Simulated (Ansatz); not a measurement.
`B[S][AlH2]` and `BSC` differ in one atom or group.

Ansatz, PBE0-D4/def2-TZVP geometries, multiplicity 1. 

| property | `B[S][AlH2]` |
| --- | --- |
| HOMO–LUMO gap (PBE/def2-TZVPP) / eV | 4.22 |
| size of the dipole moment (PBE/def2-TZVPP) / D | 0.90 |
| HOMO energy (ωB97M-V/def2-TZVPP) / eV | -10.32 |
| HOMO–LUMO gap (B3LYP/def2-TZVPP) / eV | 5.90 |
| LUMO energy (PBE0/def2-TZVPP) / eV | -1.89 |
| ideal-gas entropy at 298 K and 1 bar (rigid rotor, harmonic PBE0-D4/def2-TZVP) / J/(mol·K) | 305 |

(1) Give the same properties after the change, and the shifts. (Estimate.)

Answers

(1) Ansatz gave: 
```json
{"property": "HOMO–LUMO gap (PBE/def2-TZVPP) / eV", "`BSC`": "4.75", "shift": "0.53"}
{"property": "size of the dipole moment (PBE/def2-TZVPP) / D", "`BSC`": "1.80", "shift": "0.90"}
{"property": "HOMO energy (ωB97M-V/def2-TZVPP) / eV", "`BSC`": "-10.02", "shift": "0.30"}
{"property": "HOMO–LUMO gap (B3LYP/def2-TZVPP) / eV", "`BSC`": "6.36", "shift": "0.46"}
{"property": "LUMO energy (PBE0/def2-TZVPP) / eV", "`BSC`": "-1.05", "shift": "0.84"}
{"property": "ideal-gas entropy at 298 K and 1 bar (rigid rotor, harmonic PBE0-D4/def2-TZVP) / J/(mol·K)", "`BSC`": "288", "shift": "-17"}
```

With PBE0 the HOMO rises by 0.34 eV and the LUMO rises by 0.84 eV, so the gap widens by about 0.50 eV. PBE moves the HOMO by 0.25 eV and ωB97M-V by 0.30 eV. The zero-point energy changes by 61.9 kJ/mol with +3 modes. Dipoles are sizes alone; their direction can turn.

B3LYP here is the variant with VWN-RPA as its local correlation; programs differ in this.
